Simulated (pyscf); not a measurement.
One elimination on the singlet surface with elements of a group swapped. ωB97M-D3(BJ)/def2-TZVP, kcal/mol, from the reactant's lowest minimum found. PySCF, gas phase, ωB97X-D3(BJ)/def2-SVP geometries.

```
step                                                           barrier  reaction energy  imaginary mode (i cm⁻¹)
-------------------------------------------------------------  -------  ---------------  -----------------------
`[NH2][Si]([OH])([F])[F]` → `[O]=[Si]([F])[F]` + `[NH3]`          43.6            +72.7                     1417
`[NH2][Si]([OH])([Cl])[Cl]` -> `[O]=[Si]([Cl])[Cl]` + `[NH3]`        ?                ?                     1442
```

**Question.** Some entries are withheld; supply them.

**Answer.** 
- `[NH2][Si]([OH])([Cl])[Cl]` -> `[O]=[Si]([Cl])[Cl]` + `[NH3]`, barrier: 41.3
- `[NH2][Si]([OH])([Cl])[Cl]` -> `[O]=[Si]([Cl])[Cl]` + `[NH3]`, reaction energy: +64.8

Row 1: On the reactant side the descent ends in a point that may be a rotor saddle (no frequency run), 1.7 kcal/mol over the lowest minimum found and 42.5 kcal/mol under the saddle at ωB97X-D3(BJ)/def2-TZVP. On the product side the descent ends in an adduct with a N–Si contact, 45.7 kcal/mol under the separated species and 15.1 kcal/mol under the saddle at ωB97X-D3(BJ)/def2-TZVP. Row 2: On the reactant side the descent ends in a point that may be a rotor saddle (no frequency run), 1.2 kcal/mol over the lowest minimum found and 40.8 kcal/mol under the saddle at ωB97X-D3(BJ)/def2-TZVP. On the product side the descent ends in an adduct with a N–Si contact, 39.1 kcal/mol under the separated species and 14.6 kcal/mol under the saddle at ωB97X-D3(BJ)/def2-TZVP. Each row is the saddle that its search found.
